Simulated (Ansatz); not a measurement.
System: rock-salt SrO. Method: G0W0@r²SCAN (Ansatz, a first-principles code, plane waves, hard PAW, contour deformation).

The same calculation (at the measured cell, 17.174 Å³/atom) with different numerical settings; throughout: k mesh 2×2×2:

```tsv
run	response cutoff (eV)	empty bands	quasiparticle gap on the mesh (eV)	quasiparticle gap at Γ (eV)	rough time
1	100	143	4.392	5.041	8 core-s
2	150	263	4.539	5.211	10 core-s
3	200	405	4.644	5.304	20 core-s
4	250	566	4.705	5.351	40 core-s
5	300	745	4.752	5.384	80 core-s
6	400	1146	4.803	5.416	3 core-min
7	500	1602	…	…	4 core-min
```

### Question
What belongs in the gaps?

### Answer

- 7, quasiparticle gap on the mesh (eV): 4.829
- 7, quasiparticle gap at Γ (eV): 5.430

In the column quasiparticle gap on the mesh (eV) the first row differs from the last by -0.437 and the next to last by -0.026.

The last row is no converged limit: other settings stay fixed.

Spin–orbit coupling is not included.
